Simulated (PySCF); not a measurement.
Which level of theory gave which numbers?

Species: acetyl chloride, C₂H₃ClO.
InChI=1S/C2H3ClO/c1-2(3)4/h1H3

The closed-shell ground state was solved 4 times with PySCF (density fitting, gas phase), always in the def2-SVPD basis (114 functions), with these functionals: B3LYP, HF, LDA and PBE0. Geometry: PBE0-D3(BJ)/def2-SVP; no solvent, vibrations or thermal averaging.

| row | total energy (Eh) | HOMO (eV) | LUMO (eV) | dipole (D) |
| --- | --- | --- | --- | --- |
| P | -613.2242 | -8.48 | -1.50 | 2.81 |
| Q | -610.4744 | -7.36 | -2.57 | 2.80 |
| R | -612.8843 | -8.75 | -1.23 | 2.83 |
| S | -611.6027 | -12.51 | 2.49 | 3.08 |

Which functional belongs to which row?

P = B3LYP, Q = LDA, R = PBE0, S = HF. By rising HOMO–LUMO gap: LDA (LDA) 4.79 eV; B3LYP (global hybrid, 20 % exact exchange) 6.98 eV; PBE0 (global hybrid, 25 % exact exchange) 7.52 eV; HF (all exact exchange) 15.00 eV. Total energies of different functionals aren't bounds to one another; each is stationary for its own functional.
